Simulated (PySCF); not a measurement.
Compound: C₃H₇FO₂.
Geometry (PBE0-D3(BJ)/def2-SVP, Å), atoms numbered from 1 in this order:
```
atom  x, y, z in Å
C1    -1.7223   -0.4924   -0.5969
O2    -0.9881   -0.4386    0.5978
C3     0.3284   -0.8310    0.4729
O4     1.1046    0.0837   -0.2635
C5     1.3727    1.2513    0.4059
F6     2.3315    1.0559    1.3637
H7    -1.3039    0.1767   -1.3682
H8    -2.7493   -0.1770   -0.3693
H9    -1.7493   -1.5203   -1.0057
H10    0.4224   -1.7900   -0.0676
H11    0.7262   -0.9340    1.4947
H12    0.4720    1.6435    0.9120
H13    1.7551    1.9721   -0.3330
```

The closed-shell ground state was solved at several levels (PySCF, density fitting, gas phase, non-relativistic).

| level | basis functions | HOMO (eV) | LUMO (eV) | gap (eV) | dipole (D) |
| --- | --- | --- | --- | --- | --- |
| wB97X-D/def2-SVPD | 185 | -10.25 | 2.27 | 12.52 | 2.01 |
| PBE0/pcSseg-1 | 137 | -8.18 | 1.57 | 9.75 | 2.00 |

(1) What might B3LYP/pcJ-1 (232 basis functions) give for the same quantities?

(2) Over all these levels, which gives the widest orbital gap and which the narrowest?

(3) How far do the dipole and the HOMO energy spread over the levels?

## Answers

(1) HOMO -7.92 eV, LUMO 1.26 eV, gap 9.18 eV, dipole 1.98 D.

(2) wB97X-D/def2-SVPD (range-separated hybrid) has the widest, 12.52 eV, and B3LYP/pcJ-1 (global hybrid, 20 % exact exchange) the narrowest, 9.18 eV. Functional and basis both differ between the two, so the spread mixes both effects.

(3) The dipole runs from 1.98 to 2.01 D (mean 2.00 D) and the HOMO from -10.25 to -7.92 eV.

One conformer stands for the species.
